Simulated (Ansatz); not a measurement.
# C2H3ClO (singlet): wave-function methods side by side, cc-pV(D+d)Z

One table from this session's results is given with a row withheld; the runs are named, their logs left out.

The runs use Ansatz 0.2.0, Gaussian basis; cc-pV(D+d)Z, core rule «outside noble gas», up to 8 orbitals frozen.

The runs, in order: UHF; CCSD(T) on RHF; BCCD(T) on RHF; CISD; CCSDT(Q) on RHF; CASSCF and MRCISD+Q, 8 electrons in 8 orbitals; CASSCF and NEVPT4(SD), 8 electrons in 8 orbitals; CASSCF and NEVPT2, 8 electrons in 8 orbitals.

15 further runs of the same task are left out: 1 that didn't finish, 14 set aside as unsound or not needed.

## The geometry

The geometry is an MP2(full)/6-31G* stationary point (not a proven minimum).

7 atoms, charge 0, spin multiplicity 1.

Atoms are counted from 1 here; the program's logs count them from 0.

Bond lengths: C1–C2 1.498 Å, C1–Cl3 1.800 Å, C1–O4 1.200 Å, C2–H5 1.090 Å, C2–H6 1.092 Å, C2–H7 1.092 Å. Angles: C2–C1–Cl3 111.9°, C2–C1–O4 127.4°, Cl3–C1–O4 120.6°, C1–C2–H5 108.8°, C1–C2–H6 109.6°, C1–C2–H7 109.6°, H5–C2–H6 110.5°, H5–C2–H7 110.5°, H6–C2–H7 107.9°.

Set-up of the first run:

in.yaml

```yaml
crystal:
  periodic: [false, false, false]
  atoms:
    - {symbol: C, position_ang: [0.078136, 0.574889, 0.000000]}
    - {symbol: C, position_ang: [1.564211, 0.767388, 0.000000]}
    - {symbol: Cl, position_ang: [-0.374150, -1.166988, 0.000000]}
    - {symbol: O, position_ang: [-0.767403, 1.425951, 0.000000]}
    - {symbol: H, position_ang: [1.779163, 1.835804, 0.000000]}
    - {symbol: H, position_ang: [1.995983, 0.291078, 0.882679]}
    - {symbol: H, position_ang: [1.995983, 0.291078, -0.882679]}
basis:
  gaussian: {orbitals: "cc-pV(D+d)Z.json"}
magnetization: {spin_polarized: true, initial_magnetization: 0}
hamiltonian: {xc: hf}
output: {orbitals: {seedname: orbitals}}
```

Command:

```console
$ ansatz run in.yaml --threads 1 --pin off --events-out ev --progress --plain --max-ram 4096MiB --backend cpu
```

Among the steps run: UHF; CCSD(T) on RHF; BCCD(T) on RHF; CISD; CCSDT(Q) on RHF; CASSCF and MRCISD+Q, 8 electrons in 8 orbitals; CASSCF and NEVPT4(SD), 8 electrons in 8 orbitals; CASSCF and NEVPT2, 8 electrons in 8 orbitals.

One of the session's tables, all rows but one given; the rest of the session is left out.

| method | from RCCSDT(Q) (meV) |
| --- | --- |
| RHF | +17711.6 |
| RMP2 | +1484.5 |
| CISD | ? |
| RCCSD | +640.6 |
| RCCSD(T) | +73.7 |
| BCCD(T) | +67.6 |
| RCCSDT | +50.5 |
| RCCSDT(Q) | 0 |
| CASSCF frontier | +14155.2 |
| NEVPT2 frontier | +2137.3 |
| NEVPT4(SD) frontier | +258.9 |
| MRCISD frontier | +2028.3 |
| MRCISD+Q frontier | +347.3 |

**Question.** Estimate the row for CISD.

As computed: from RCCSDT(Q) (meV): +3089.7. In the column «from RCCSDT(Q) (meV)» it lies between NEVPT2 frontier (+2137.3) and CASSCF frontier (+14155.2).
